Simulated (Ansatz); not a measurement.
The input, for Ansatz 0.2.0:

```yaml
crystal:
  periodic: [false, false, false]
  atoms:
    - {symbol: B, position_ang: [0.000000, 0.000000, 0.000000]}
    - {symbol: H, position_ang: [0.000000, 0.000000, 1.485000]}
basis:
  gaussian: {orbitals: cc-pVDZ}
total_charge: -1
magnetization: {spin_polarized: false, initial_magnetization: 3}
correlation: {method: fic_mrcisd_q, electrons: all, active_space: {window: {electrons: 5, orbitals: 5}, states: [{multiplicity: 4, weights: [1, 1]}], root: 2}}
scf: {lower_state_search: full}
```

```sh
$ ansatz run in.yaml --threads 1 --pin off --events-out ev --progress --plain --max-ram 2393MiB
```

Q: One thing in this input was set wrong on purpose, beside settings that are merely unusual. What is the gravest fault, and what does the program do?

A: Root beyond the states. How the run ends: refused.
```
Error: the active space averages no state 2, counted from zero
```
